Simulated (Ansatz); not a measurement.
Process, species as SMILES: FCl (F-Cl) → Cl atom + F atom
B3LYP-D3(BJ)/def2-TZVP geometries, fixed; electronic energies without zero-point terms.
Largest species:
```
F
Cl 1 1.6409
```

Basis-set convergence of the atomisation energy at PBE with Ansatz (a first-principles code). All functions are spherical. The program fits the integrals of some runs and decomposes those of others, by size. Open shells are unrestricted. No added dispersion term, no relativity. Functions are those of the species that has most. Reference: the value in aug-cc-pV(5+d)Z, 72.55 kcal/mol, itself unsure by roughly 0.05 kcal/mol (its mean distance from pcseg-4, aug-pcseg-3, aug-cc-pV(Q+d)Z). Deviations are taken from unrounded values.

```tsv
basis	functions
aug-pcseg-1	50
def2-SVPD	50
aug-cc-pV(D+d)Z	55
def2-TZVPD	86
jun-cc-pV(T+d)Z	87
def2-TZVPPD	91
aug-pcseg-2	96
aug-cc-pV(T+d)Z	101
def2-QZVPPD	145
aug-cc-pV(Q+d)Z	169
aug-pcseg-3	174
aug-cc-pV(5+d)Z	263
```

**Question.** Which is the smallest set listed that can be trusted to 4 kcal/mol here, that is, within that of the reference together with its larger relatives (same family, alike in diffuse functions; a set with none to test it counts only in the reference's own line)?

**Answer.** The smallest set listed that lies within 4 kcal/mol of the reference with all its larger relatives (same family, alike in diffuse functions; a set with none counts only in the reference's own line) is aug-cc-pV(D+d)Z (55 functions, -2.17 kcal/mol off). Value minus reference: aug-pcseg-1 -5.11, def2-SVPD -5.62, aug-cc-pV(D+d)Z -2.17, def2-TZVPD -0.67, jun-cc-pV(T+d)Z -0.73, def2-TZVPPD -0.64, aug-pcseg-2 -0.53, aug-cc-pV(T+d)Z -0.50, def2-QZVPPD -0.23, aug-cc-pV(Q+d)Z -0.05, aug-pcseg-3 0.04, aug-cc-pV(5+d)Z 0.00 kcal/mol.
